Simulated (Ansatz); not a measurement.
C3H5NO can be A, `CC1(O)C=N1`, or B, `C=C(O)C=N`.

Program: Ansatz. Geometries: PBE0-D4/def2-TZVP. ΔE: electronic, gas phase. CCSD(T)/CBS is the MP2 limit (def2-TZVPP, def2-QZVPP) plus CCSD(T) − MP2 in def2-TZVPP, frozen cores. Functionals use def2-TZVPP. B3LYP here is the variant with VWN-RPA as its local correlation; programs differ in this. Each species was taken in one conformer, which may not be the lowest.

Question: Which is lower in electronic energy at CCSD(T)/CBS, and by how much? (Estimate.)

Answer: Ansatz gave: B, by 112.8 kJ/mol.

Question: Give E(B) − E(A) in kJ/mol with B3LYP, CCSD/def2-TZVPP, B3LYP-D4, r2SCAN-D4, MP2/def2-TZVPP, PBE-D4, LDA (SPW92). (Best estimate.)

Answer: Ansatz gave: B3LYP -129.6, CCSD/def2-TZVPP -111.6, B3LYP-D4 -130.1, r2SCAN-D4 -120.1, MP2/def2-TZVPP -103.1, PBE-D4 -118.5, LDA (SPW92) -121.8. None reverses the order clearly.

Question: Does the order hold for the free energy at 298.15 K (harmonic terms from PBE0-D4)? (Best estimate.)

Answer: Computed: Yes: G(B) − G(A) = -106.5 kJ/mol, for one conformer each.

Largest T1 diagnostic: 0.013.

From BLYP to BHLYP (50 % exact exchange), in def2-TZVPP and without D4, E(B) − E(A) moves by +9.4 kJ/mol. In def2-TZVPP, CCSD(T) changes the Hartree–Fock value by +10.5 kJ/mol (the triples alone add −1.4 kJ/mol) and MP2 by +20.4 kJ/mol.
